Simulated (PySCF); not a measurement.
Method: PBE0-D3(BJ)/def2-TZVP (PySCF). Isolated molecules, 0 K electronic values unless said otherwise. 

Reference species (SMILES): `[Cl]` (neutral, multiplicity 2).

```json
{
 "dipole_moment": "0.00 D"
}
```

Changed species: `[SiH3]` (radical fragment; the reference has radical fragment).

Task: What does the change do to the dipole moment?

Result: the dipole moment stays essentially unchanged.
